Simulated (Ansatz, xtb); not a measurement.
## Two structures of C3H3−

Structure I: `[C-]1=CC1`, a singlet. Structure II: a singlet given by its coordinates. Both are isolated ions in the gas phase, relaxed with PBE-D3(BJ)/def2-SVPD.

I (Å):

| atom | x (Å) | y (Å) | z (Å) |
| --- | --- | --- | --- |
| C | 0.6771 | -0.9238 | 0.6371 |
| C | -0.0267 | 0.2042 | 0.7964 |
| C | 0.9682 | 0.3819 | -0.2754 |
| H | 1.9166 | 0.9550 | -0.1212 |
| H | 0.6890 | 0.3639 | -1.3587 |
| H | -0.8320 | 0.7162 | 1.3507 |

II (Å):

```json
{"atom": "C", "x (Å)": "0.5293", "y (Å)": "-0.6683", "z (Å)": "0.3679"}
{"atom": "C", "x (Å)": "-0.8158", "y (Å)": "-0.8284", "z (Å)": "0.5206"}
{"atom": "C", "x (Å)": "1.8183", "y (Å)": "-0.5442", "z (Å)": "0.3727"}
{"atom": "H", "x (Å)": "-1.4799", "y (Å)": "0.0189", "z (Å)": "0.7686"}
{"atom": "H", "x (Å)": "-1.3024", "y (Å)": "-1.8141", "z (Å)": "0.4099"}
{"atom": "H", "x (Å)": "2.3570", "y (Å)": "-0.3080", "z (Å)": "-0.5683"}
```

Close contacts (Å): C1–C2 1.36, C1–C3 1.30, C2–H4 1.10, C2–H5 1.10, C3–H6 1.11.

Question: Estimate E(II) − E(I) at the level CCSD(T)/def2-TZVPPD.

Answer: Calculated at CCSD(T)/def2-TZVPPD: E(II) − E(I) = −24.3 kcal/mol, so structure II lies lower.

The same difference at several levels:

```
               level              geometry  E(II) − E(I) (kcal/mol)  departure from the last row (kcal/mol)  job, with rough time for the two
            GFN2-xTB              GFN2-xTB                     −18.3                                    +6.0              optimisation, 0.38 s
           HF/STO-3G              GFN2-xTB                      −5.8                                   +18.5              single point, 0.43 s
 r2SCAN-D4/def2-SVPD              GFN2-xTB                     −23.3                                    +1.0               single point, 3.6 s
PBE-D3(BJ)/def2-SVPD  PBE-D3(BJ)/def2-SVPD                     −24.3                                     0.0                optimisation, 24 s
      HF/def2-TZVPPD  PBE-D3(BJ)/def2-SVPD                     −26.0                                    −1.7           part of the CCSD(T) run
     MP2/def2-TZVPPD  PBE-D3(BJ)/def2-SVPD                     −23.3                                    +1.0           part of the CCSD(T) run
 CCSD(T)/def2-TZVPPD  PBE-D3(BJ)/def2-SVPD                     −24.3                                                        single point, 57 s
```

The levels shown agree on the order. The largest departure from CCSD(T)/def2-TZVPPD is that of HF/STO-3G, 18.5 kcal/mol.

With harmonic frequencies from PBE-D3(BJ)/def2-SVPD (ideal gas, rigid rotor, one conformer each, 298.15 K, 1 atm): on the last row, ΔE + ΔZPE = −25.1, ΔH = −24.7, ΔG = −25.2 kcal/mol.

The correlated steps freeze 3 core orbitals. Programs: Ansatz 0.2.0, xtb 6.7.1; the last row on 2 threads of Intel(R) Xeon(R) Processor @ 2.50GHz (Skylake/Cascade Lake) on a shared host.
